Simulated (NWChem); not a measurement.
CH cation, singlet

```xyz
2

C      0.0000     0.0000    -0.1450
H      0.0000     0.0000     1.0022
```
Atoms are numbered in this order, from 1.

Results from NWChem. Low-valent species are run as closed-shell singlets; no triplet was tried in these runs. Geometry: optimised at PBE0/def2-SVP. Isotropic indirect couplings, all four terms, static geometry, non-relativistic.

Problem. What does the run give for B3LYP/pcJ-1? Quantities: J(13C atom 1, 1H atom 2) (Hz).

Solution. 
```json
{
  "J(13C atom 1, 1H atom 2) (Hz)": "34.3"
}
```
